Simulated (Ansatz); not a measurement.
**CPO (doublet): wave-function methods side by side, cc-pVDZ**

Aim: climb from Hartree-Fock through coupled cluster and multireference methods for CPO (doublet) at one geometry and basis, and see what each rung misses.

The runs use Ansatz 0.2.0, Gaussian basis; cc-pVDZ, core rule «outside noble gas», up to 7 orbitals frozen.

The runs, in order: UHF; CCSD(T) on ROHF; CCSD(T) on UHF; BCCD(T) on ROHF; CISD as a restricted active space (open shells left free, so some higher excitations enter); CCSDT(Q) on ROHF; CCSDT(Q) on UHF; CASSCF and MRCISD+Q, 13 electrons in 11 orbitals; CASSCF and NEVPT2, 13 electrons in 11 orbitals.

16 further runs of the same task are left out: 4 that didn't finish, 12 set aside as unsound or not needed. Runs told in other sessions of the task aren't counted.

## Step 1: The geometry

The geometry is a PBE0/def2-TZVP stationary point (not a proven minimum).

3 atoms, charge 0, spin multiplicity 2.

Atoms are counted from 1 here; the program's logs count them from 0.

Bond lengths: O1–C2 1.157 Å, C2–P3 1.656 Å. Angles: O1–C2–P3 180.0°.

Coordinates:

```xyz
3
COP
O     0.0000    0.0000    1.3231
C     0.0000    0.0000    0.1664
P     0.0000    0.0000   -1.4895
```

## Step 2: UHF

in.yaml

```yaml
crystal:
  periodic: [false, false, false]
  atoms:
    - {symbol: O, position_ang: [0.000000, 0.000000, 1.323100]}
    - {symbol: C, position_ang: [0.000000, 0.000000, 0.166400]}
    - {symbol: P, position_ang: [0.000000, 0.000000, -1.489500]}
basis:
  gaussian: {orbitals: cc-pVDZ}
magnetization: {spin_polarized: true, initial_magnetization: 1}
hamiltonian: {xc: hf}
output: {orbitals: {seedname: orbitals}}
```

The run is started by

```console
ansatz run in.yaml --threads 1 --pin off --events-out ev --progress --plain --max-ram 2393MiB
```

After this run come: CCSD(T) on ROHF; CCSD(T) on UHF; BCCD(T) on ROHF; CISD as a restricted active space (open shells left free, so some higher excitations enter); CCSDT(Q) on ROHF; CCSDT(Q) on UHF; CASSCF and MRCISD+Q, 13 electrons in 11 orbitals; CASSCF and NEVPT2, 13 electrons in 11 orbitals.

Q: Predict the results of all the runs planned. Wanted: UCCSDT(Q) from the RHF energy; RMP2 from UCCSDT(Q); UMP2 from UCCSDT(Q); RCCSD from UCCSDT(Q); RCCSD(T) from UCCSDT(Q); UCCSD(T) from UCCSDT(Q); RCCSDT(Q) from UCCSDT(Q); NEVPT2 valence from UCCSDT(Q); MRCISD+Q valence from UCCSDT(Q).

**Answer**, as computed:

| quantity | value |
| --- | --- |
| UCCSDT(Q) from the ROHF energy | -11.8742 eV |
| RMP2 from UCCSDT(Q) | +934.4 meV |
| UMP2 from UCCSDT(Q) | +1017.2 meV |
| RCCSD from UCCSDT(Q) | +593.1 meV |
| RCCSD(T) from UCCSDT(Q) | +82.4 meV |
| UCCSD(T) from UCCSDT(Q) | +87.1 meV |
| RCCSDT(Q) from UCCSDT(Q) | +6.6 meV |
| NEVPT2 valence from UCCSDT(Q) | +1440.9 meV |
| MRCISD+Q valence from UCCSDT(Q) | +104.0 meV |
| levels within 1 kcal/mol (43 meV) | RCCSDT(Q) |
| T1 diagnostic | 0.025 |
| effectively unpaired electrons | 1.06 |

**Reading.** RCCSD(T) lands +82.4 meV from the yardstick (0.7 % of the correlation energy). One determinant dominates. Of the multireference levels listed MRCISD+Q valence comes nearest in total energy (+104.0 meV), which doesn't show that its space is the better one. These misses are within one basis, not against nature; the frozen cores of restricted and unrestricted runs differ, which can shift their rows.

With open shells the CI space here admits some higher excitations, so it is larger than plain CISD.
